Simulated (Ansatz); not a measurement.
# BH2+ (triplet): the correlation ladder at scale of all distances = 1.117, aug-cc-pVTZ

Aim: climb from Hartree-Fock through coupled cluster and multireference methods for BH2+ (triplet) at one geometry and basis, and see what each rung misses.

Computed with Ansatz 0.2.0, Gaussian basis. Level: aug-cc-pVTZ, core rule «outside noble gas», up to 1 orbitals frozen.

To be run: UHF; CCSD(T) on ROHF; CCSD(T) on UHF; BCCD(T) on ROHF; CCSDT(Q) on ROHF; CCSDT(Q) on UHF; CASSCF and NEVPT2, 4 electrons in 6 orbitals; Full CI.

15 further runs of the same task are left out: 11 that didn't finish, 4 set aside as unsound or not needed.

## 1. The geometry

The geometry derives from a PBE0/def2-TZVP stationary point (not a proven minimum). All distances are scaled together.

3 atoms, charge 1, spin multiplicity 3.

Atoms are counted from 1 here; the program's logs count them from 0.

Bond lengths: B1–H2 1.442 Å, B1–H3 1.442 Å. Angles: H2–B1–H3 66.8°.

## 2. UHF

File in.yaml:

```yaml
crystal:
  periodic: [false, false, false]
  atoms:
    - {symbol: B, position_ang: [0.000000, 0.000000, -0.189192]}
    - {symbol: H, position_ang: [0.000000, 0.793691, 1.014623]}
    - {symbol: H, position_ang: [0.000000, -0.793691, 1.014623]}
basis:
  gaussian: {orbitals: aug-cc-pVTZ}
total_charge: 1
magnetization: {spin_polarized: true, initial_magnetization: 2}
hamiltonian: {xc: hf}
output: {orbitals: {seedname: orbitals}}
```

Command:

```bash
ansatz run in.yaml --threads 1 --pin off --events-out ev --progress --plain --max-ram 2393MiB
```

The runs that follow: CCSD(T) on ROHF; CCSD(T) on UHF; BCCD(T) on ROHF; CCSDT(Q) on ROHF; CCSDT(Q) on UHF; CASSCF and NEVPT2, 4 electrons in 6 orbitals; Full CI.

**Question.** What will the summary of the whole plan be? Wanted: FCI below the RHF energy; RMP2 from FCI; UMP2 from FCI; RCCSD from FCI; RCCSD(T) from FCI; UCCSD(T) from FCI; RCCSDT(Q) from FCI; UCCSDT(Q) from FCI; NEVPT2 valence from FCI.

The runs gave:

| quantity | value |
| --- | --- |
| FCI below the RHF energy | -2.1593 eV |
| RMP2 from FCI | +12.03 kcal/mol |
| UMP2 from FCI | +12.32 kcal/mol |
| RCCSD from FCI | +1.59 kcal/mol |
| RCCSD(T) from FCI | +0.36 kcal/mol |
| UCCSD(T) from FCI | +0.35 kcal/mol |
| RCCSDT(Q) from FCI | 0.00 kcal/mol |
| UCCSDT(Q) from FCI | 0.00 kcal/mol |
| NEVPT2 valence from FCI | +5.43 kcal/mol |
| levels within 1 kcal/mol (43 meV) | RCCSD(T), UCCSD(T), BCCD(T), RCCSDT, UCCSDT, RCCSDT(Q), UCCSDT(Q) |
| T1 diagnostic | 0.029 |
| effectively unpaired electrons | 2.02 |

RCCSD(T) lands +0.36 kcal/mol from the yardstick (0.7 % of the correlation energy). One determinant dominates. These misses are within one basis, not against nature; the frozen cores of restricted and unrestricted runs differ, which can shift their rows.
